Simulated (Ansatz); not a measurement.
CCSD(T) against full CI for several species

Each species is computed at the geometry given (Å), with frozen cores, in Ansatz 0.2.0: RHF-CCSD(T) for singlets, UHF-CCSD(T) otherwise, and full CI in the same basis. The program picks the determinant by a search with trial CCSD, so it needn't be the lowest Hartree–Fock solution. States: HBeGa singlet A', BeS⁺ quartet Σ⁻ or Δ, HNMg triplet Π, HCl⁺ doublet Π, O2⁺ sextet Σu⁺ or Δu. Cases whose determinant has another symmetry than full CI's state, or lies over 0.5 eV above the lowest of its kind, whose (Q) step broke down or whose higher cluster runs on it stay over 0.1 eV above full CI weren't drawn. No relativity is included.

Task: Judging by size, spin and bonding and the diagnostics given, rank them by the size of CCSD(T)'s error in total energy against full CI in the same basis, smallest first (an estimate).
A. HBeGa, singlet, cc-pVDZ: Ga 0.000 -0.007 0.272; Be 0.000 -0.206 -2.013; H 0.000 2.352 -0.808. T1 0.040, (T) -184 meV in a correlation energy of -3.78 eV
B. BeS⁺, quartet, cc-pVDZ: S 0.000 0.000 0.000; Be 0.000 0.000 1.843. T1 0.014, (T) -61 meV in a correlation energy of -3.14 eV
C. HCl⁺, doublet, cc-pVDZ: Cl 0.000 0.000 0.000; H 0.000 0.000 2.469. T1 0.085, (T) -84 meV in a correlation energy of -3.50 eV
D. HNMg, triplet, 6-31G: N 0.000 0.000 0.207; Mg 0.000 0.000 -1.674; H 0.000 0.000 1.467. T1 0.030, (T) -73 meV in a correlation energy of -3.16 eV
E. O₂⁺, sextet, 6-31G: O 0.000 0.000 0.000; O 0.000 0.000 1.346. T1 0.007, (T) -23 meV in a correlation energy of -2.64 eV

Result: E (2.5 meV), B (19.8 meV), D (25.6 meV), A (63.4 meV), C (80.3 meV).

| species | basis | correlated electrons | CCSD(T) − full CI (meV) | CCSDT(Q) − full CI (meV) | unpaired electrons (full CI) | T1 | ⟨S²⟩ of the determinant |
| --- | --- | --- | --- | --- | --- | --- | --- |
| O2⁺, sextet | 6-31G | 11 | 2.5 | -3.0 | 5.00 | 0.007 | 8.76 |
| BeS⁺, quartet | cc-pVDZ | 7 | 19.8 | 0.2 | 3.02 | 0.014 | 3.76 |
| HNMg, triplet | 6-31G | 8 | 25.6 | -2.6 | 2.05 | 0.030 | 2.01 |
| HBeGa, singlet | cc-pVDZ | 6 | 63.4 | 0.8 | 0.46 | 0.040 | 0.00 |
| HCl⁺, doublet | cc-pVDZ | 7 | 80.3 | 0.6 | 1.30 | 0.085 | 1.48 |

Unpaired electrons are Σ n²(2−n)² over natural occupations; an open shell counts its own unpaired electrons too. Frozen cores follow each run's orbitals, which moves totals by a few meV. RHF is unstable for HBeGa, singlet in cc-pVDZ: UHF reaches ⟨S²⟩ = 1.06.
